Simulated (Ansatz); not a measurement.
Basis-set extrapolation for `C1COCOC1` (PBE0-D4/def2-TZVP geometry, frozen core, Ansatz 0.2.0). Multiplicity 1, RHF reference.

```tsv
	def2-TZVPP	def2-QZVPP
HF	-305.950735	-305.964850
MP2 correlation	-1.145815	-1.226723
CCSD(T) correlation	-1.233155	not run
```

Energies in hartree. Use E(X) = E(∞) + A·exp(−7.88·√X) for Hartree–Fock and E(X) = E(∞) + B·X^(−2.97) for correlation, with X = 3 and 4, and add CCSD(T) minus MP2 of the smaller set to the MP2 limit.

What is the CCSD(T) energy at the basis-set limit?

HF limit: -305.964850 + (-0.014115) × 0.13774 = -305.96679. MP2 limit: -1.226723 + (-0.080908) × 0.74074 = -1.28665. Higher-order term: -1.233155 − (-1.145815) = -0.08734. Total: -307.34078 hartree, 411.9 kJ/mol below CCSD(T)/def2-TZVPP.
